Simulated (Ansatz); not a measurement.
Predict the output of the script below (Ansatz 0.2.0, Python API).

The script, `cas.py`:
```python
# -*- coding: utf-8 -*-
"""Active-space calculation on H4P(+)."""

from dataclasses import dataclass

import ansatz as az


@dataclass
class Settings:
    basis: str = "cc-pVDZ"
    charge: int = 1


settings = Settings()


def main():
    geometry_ang = [
        ("P", (0.0, 0.0, 0.0)),
        ("H", (-0.7562, -0.8877, -0.7944)),
        ("H", (0.3454, -0.6322, 1.2132)),
        ("H", (-0.7639, 1.1547, 0.2722)),
        ("H", (1.1747, 0.3653, -0.691)),
    ]
    molecule = az.Crystal.molecule()
    for symbol, xyz in geometry_ang:
        molecule = molecule.atom(symbol, xyz)

    calc = (
        molecule.calculation()
        .basis(gaussian=settings.basis)
        .charge(settings.charge)
        .correlation(active_electrons=4, active_orbitals=5)
    )
    for method in [None]:
        report = (calc if method is None else calc.correlation(method)).run().report
        space = report["configurations"]
        state = space["states"][0]
        print(method or "casscf", f"total {report['free_energy_ev'] / 27.211386246:.6f} Ha, active-space state {state['energy']['hartree']:.6f} Ha, mean field {report['reference_energy_ev'] / 27.211386246:.6f} Ha")
        print("  determinants", state["n_determinants"], " natural occupations", [round(n, 3) for n in space["natural_occupations"]])


if __name__ == "__main__":
    main()
```

```console
$ python cas.py
casscf total -342.820472 Ha, active-space state -342.820472 Ha, mean field -342.784872 Ha
  determinants 100  natural occupations [1.98, 1.973, 0.022, 0.019, 0.005]
```

Caveats:
- Total energies depend on the basis set; only differences at equal settings carry meaning.
- The geometry is a force-field or estimated start, not a minimum of this method, and the basis set is short of its limit. The active space starts as a window about the frontier orbitals and is then optimised, not chosen by chemistry.
- It ran for 0.8 s on 1 thread of Intel(R) Xeon(R) 6975P-C (Granite Rapids) (shared host), peak memory 0.14 GiB.
